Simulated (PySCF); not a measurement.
Species: C₄H₆N₂.
Bonds: C1–C2, C2–C3 (aromatic), C3–C4 (aromatic), C4–N5 (aromatic), N5–N6 (aromatic), C2–N6 (aromatic). Hydrogens: H7, H8, H9 on C1; H10 on C3; H11 on C4; H12 on N5.

Linear response at B3LYP/def2-SVPD (PySCF, frozen core in the response, non-relativistic). Geometry: PBE0-D3(BJ)/def2-SVP; no solvent, vibrations or thermal averaging.

Static isotropic polarisability: 60.24 au (8.93 Å³), principal values 41.7, 62.8, 76.3 au.

Q: What is the polarisability at 1064 nm and at the sodium D line?

A: 60.78 au at 1064 nm (+0.9 %), 62.08 au at 589.3 nm (+3.1 %). The rise at 589.3 nm is 3.38 times that at 1064 nm; a pure ω² law gives 3.26. The lowest singlet lies at 191 nm, shorter than both wavelengths.

Q: What is the isotropic C6 coefficient between two such molecules, C6 = (3/π)∫α(iω)² dω?

A: 1503 au (Eh·bohr⁶) by a ten-point quadrature over imaginary frequencies, which is 898 eV·Å⁶ or 86.6 J·nm⁶/mol.

Q: Which effective excitation energy ω̄ makes London's formula C6 = (3/4)α²ω̄ exact here?

A: ω̄ = 4·C6/(3α²) = 0.552 Eh = 15.0 eV. A one-pole form α(ω) = α/(1 − ω²/ω̄²) fitted to the 1064 nm value gives 12.3 eV.

Q: What three-body coefficient follows from the one-pole estimate C9 = (3/4)·α·C6?

A: 67900 au. This is an estimate from the two numbers above, not a computed integral.

Q: What molar refraction at the D line follows from R = (4π/3)·N_A·α′, with α′ the polarisability volume?

A: α′ = 9.20 Å³ gives R = 23.21 cm³/mol, for isolated, non-vibrating species.

Q: How many electrons N does the Slater–Kirkwood formula C6 = (3/4)·√N·α^(3/2) need to give this C6?

A: N = (4·C6/3)²/α³ = 18.4; the species has 44 electrons in all.

Q: What n − 1 at the D line would an ideal gas of it have at 273.15 K and 1 atm (2.6868 × 10¹⁹ cm⁻³), by n − 1 = 2π·N·α′?

A: 15.53 × 10⁻⁴, a formal value whether or not that pressure can be reached.

Q: The lowest 6 singlets have (eV, f): 6.48, 0.008; 6.48, 0.041; 6.56, 0.002; 6.81, 0.004; 6.92, 0.004; 6.94, 0.069. What share of the static polarisability do they carry in the sum over states α = Σ f/ω²?

A: 2.09 au, 3.5 % of α; the largest term, 1.06 au, is that of the state at 6.94 eV. Their oscillator strengths add up to 0.13. Higher states carry the rest.

Q: How anisotropic is the static polarisability, by Δα² = ½[(α1 − α2)² + (α2 − α3)² + (α3 − α1)²]?

A: Δα = 30.2 au, or 0.50 of the isotropic value.
